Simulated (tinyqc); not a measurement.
Inside a calculation. Method: MP2 on RHF in the sto-3g basis, frozen core, for H2O, spin multiplicity 1. One step of it, computed by the program tinyqc.

Problem. Second-order Moller-Plesset energy. E2 = sum_ijab (ia|jb) [2 (ia|jb) - (ib|ja)] / (e_i + e_j - e_a - e_b) over occupied i, j and virtual a, b; the opposite-spin part is (ia|jb)^2 / denominator, the rest is same-spin, and SCS-MP2 scales them by 6/5 and 1/3.

orbital energies (hartree): MO1 -20.262633, MO2 -1.227067, MO3 -0.558251, MO4 -0.451853, MO5 -0.390882, MO6 0.517273, MO7 0.613677

Two-electron integrals over orbitals (pq|rs), unique and non-zero (hartree); the lowest 1 orbital is frozen and left out:
```
(22|22) 0.724400    (32|32) 0.134516    (33|22) 0.626288    (33|33) 0.607065
(42|22) -0.015821   (42|33) 0.004511    (42|42) 0.128454    (43|32) 0.024921
(43|43) 0.053602    (44|22) 0.662591    (44|33) 0.575807    (44|42) -0.096860
(44|44) 0.720042    (52|52) 0.148244    (53|53) 0.027291    (54|52) -0.046255
(54|54) 0.050969    (55|22) 0.751494    (55|33) 0.611800    (55|42) -0.079218
(55|44) 0.699239    (55|55) 0.880159    (62|22) 0.136026    (62|33) 0.071181
(62|42) 0.027908    (62|44) 0.067528    (62|55) 0.146372    (62|62) 0.097745
(63|32) -0.034930   (63|43) -0.034217   (63|63) 0.070672    (64|22) 0.117120
(64|33) 0.048385    (64|42) -0.049180   (64|44) 0.131240    (64|55) 0.141877
(64|62) 0.059334    (64|64) 0.091741    (65|52) 0.052955    (65|54) 0.003570
(65|65) 0.035652    (66|22) 0.604559    (66|33) 0.558695    (66|42) 0.049669
(66|44) 0.549347    (66|55) 0.585830    (66|62) 0.096466    (66|64) 0.051556
(66|66) 0.591387    (72|32) 0.049501    (72|43) -0.033217   (72|63) 0.032163
(72|72) 0.065699    (73|22) 0.153914    (73|33) 0.089101    (73|42) -0.080565
(73|44) 0.144347    (73|55) 0.197958    (73|62) 0.070388    (73|64) 0.097070
(73|66) 0.043222    (73|73) 0.159136    (74|32) -0.075660   (74|43) -0.009665
(74|63) 0.050964    (74|72) -0.016424   (74|74) 0.072079    (75|53) 0.023781
(75|75) 0.024460    (76|32) 0.088150    (76|43) 0.058049    (76|63) -0.062583
(76|72) -0.007453   (76|74) -0.060504   (76|76) 0.111380    (77|22) 0.610715
(77|33) 0.590699    (77|42) -0.015462   (77|44) 0.584211    (77|55) 0.610112
(77|62) 0.062624    (77|64) 0.047023    (77|66) 0.556714    (77|73) 0.090172
(77|77) 0.600342
```

Hartree-Fock energy = -74.95566819 hartree

Give: Terms; Pair energies; MP2 correlation energy; SCS-MP2 correlation energy; MP2 total energy.

Solution.

Terms:
```
i  j  a  b  (ia|jb)  (ib|ja)  denominator       term
3  3  7  7    0.159    0.159       -2.344     -0.011
4  3  6  7    0.097    0.051       -2.141     -0.006
3  4  7  6    0.097    0.051       -2.141     -0.006
4  4  6  6    0.092    0.092       -1.938  -4.34e-03
2  2  6  6    0.098    0.098       -3.489  -2.74e-03
3  2  7  6    0.070    0.032       -2.916  -2.62e-03
2  3  6  7    0.070    0.032       -2.916  -2.62e-03
4  4  7  7    0.072    0.072       -2.131  -2.44e-03
3  3  6  6    0.071    0.071       -2.151  -2.32e-03
4  2  6  6    0.059    0.059       -2.713  -1.30e-03
2  4  6  6    0.059    0.059       -2.713  -1.30e-03
2  2  7  7    0.066    0.066       -3.681  -1.17e-03
5  5  6  6    0.036    0.036       -1.816  -7.00e-04
5  5  7  7    0.024    0.024       -2.009  -2.98e-04
3  4  6  7    0.051    0.097       -2.141  -1.16e-04
4  3  7  6    0.051    0.097       -2.141  -1.16e-04
4  2  7  7   -0.016   -0.016       -2.906  -9.28e-05
2  4  7  7   -0.016   -0.016       -2.906  -9.28e-05
3  2  6  7    0.032    0.070       -2.916   6.69e-05
2  3  7  6    0.032    0.070       -2.916   6.69e-05
```

Pair energies (hartree; pair i-j sums ij and ji):
```
pair  opposite spin  same spin
2-2       -3.91e-03      0.000
3-2       -4.11e-03  -1.00e-03
3-3          -0.013      0.000
4-2       -2.78e-03      0.000
4-3          -0.011  -1.99e-03
4-4          -0.007      0.000
5-5       -9.98e-04      0.000
```

MP2 correlation energy = -0.04592 hartree

SCS-MP2 correlation energy = -0.05251 hartree

MP2 total energy = -75.00159 hartree
